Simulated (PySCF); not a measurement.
Compound: C₃FNS.
Numbering: `[N:1]#[C:2][C:3]([F:4])=[C:5]=[S:6]`

The same species was optimised twice, with GFN2-xTB and with PBE0-D3(BJ)/def2-SVP (PySCF), and the same property calculations (PySCF, gas phase) were run on both structures.

| coordinate | GFN2-xTB | PBE0-D3(BJ)/def2-SVP | change |
| --- | --- | --- | --- |
| C3–F4 (Å) | 1.354 | 1.335 | -0.019 |
| N1≡C2 (Å) | 1.146 | 1.161 | +0.015 |
| C3=C5 (Å) | 1.321 | 1.334 | +0.013 |
| C2–C3 (Å) | 1.410 | 1.419 | +0.009 |
| C5=S6 (Å) | 1.545 | 1.545 | 0.000 |
| C3–C5–S6 (°) | 175.6 | 178.8 | +3.2 |
| F4–C3–C5 (°) | 122.6 | 121.2 | -1.4 |
| C2–C3–C5 (°) | 120.3 | 121.0 | +0.7 |
| C2–C3–F4 (°) | 117.1 | 117.8 | +0.7 |
| N1–C2–C3 (°) | 179.3 | 179.7 | +0.4 |

Rotational constants: A = 5396, B = 1754, C = 1324 MHz (GFN2-xTB) against A = 5520, B = 1715, C = 1309 MHz (PBE0-D3(BJ)/def2-SVP). Point groups within 0.08 Å: Cs and Cs.

On the GFN2-xTB structure: HOMO (eV) -7.47 [PBE0/pcSseg-1]; LUMO (eV) -4.04 [PBE0/pcSseg-1]; dipole (D) 3.48 [PBE0/pcSseg-1]; GIAO shielding of N1 (ppm) -148.3 [PBE0/pcSseg-1]; GIAO shielding of C2 (ppm) 75.0 [PBE0/pcSseg-1]; GIAO shielding of C3 (ppm) 31.7 [PBE0/pcSseg-1]; GIAO shielding of F4 (ppm) 471.5 [PBE0/pcSseg-1]; GIAO shielding of C5 (ppm) -138.2 [PBE0/pcSseg-1]; GIAO shielding of S6 (ppm) -408.0 [PBE0/pcSseg-1].

Q: What do these properties become on the PBE0-D3(BJ)/def2-SVP structure?

A: 
```json
{"property": "HOMO (eV)", "level": "PBE0/pcSseg-1", "on GFN2-xTB": "-7.47", "on PBE0-D3(BJ)/def2-SVP": "-7.40", "change": "+0.07"}
{"property": "LUMO (eV)", "level": "PBE0/pcSseg-1", "on GFN2-xTB": "-4.04", "on PBE0-D3(BJ)/def2-SVP": "-3.99", "change": "+0.05"}
{"property": "dipole (D)", "level": "PBE0/pcSseg-1", "on GFN2-xTB": "3.48", "on PBE0-D3(BJ)/def2-SVP": "3.50", "change": "+0.02"}
{"property": "energy, GFN2-xTB geometry as zero (kcal/mol)", "level": "PBE0/pcSseg-1", "on GFN2-xTB": "0.0", "on PBE0-D3(BJ)/def2-SVP": "-0.4", "change": "-0.4"}
{"property": "GIAO shielding of N1 (ppm)", "level": "PBE0/pcSseg-1", "on GFN2-xTB": "-148.3", "on PBE0-D3(BJ)/def2-SVP": "-158.3", "change": "-10.0"}
{"property": "GIAO shielding of C2 (ppm)", "level": "PBE0/pcSseg-1", "on GFN2-xTB": "75.0", "on PBE0-D3(BJ)/def2-SVP": "72.6", "change": "-2.4"}
{"property": "GIAO shielding of C3 (ppm)", "level": "PBE0/pcSseg-1", "on GFN2-xTB": "31.7", "on PBE0-D3(BJ)/def2-SVP": "30.7", "change": "-1.0"}
{"property": "GIAO shielding of F4 (ppm)", "level": "PBE0/pcSseg-1", "on GFN2-xTB": "471.5", "on PBE0-D3(BJ)/def2-SVP": "481.1", "change": "+9.6"}
{"property": "GIAO shielding of C5 (ppm)", "level": "PBE0/pcSseg-1", "on GFN2-xTB": "-138.2", "on PBE0-D3(BJ)/def2-SVP": "-146.1", "change": "-7.9"}
{"property": "GIAO shielding of S6 (ppm)", "level": "PBE0/pcSseg-1", "on GFN2-xTB": "-408.0", "on PBE0-D3(BJ)/def2-SVP": "-418.4", "change": "-10.4"}
```

The heavy atoms differ by 0.038 Å rms after alignment. Among bonds between heavy atoms C3–F4 changes most (-0.019 Å). Changes are differences of the printed values. Neither structure is proved a minimum here.
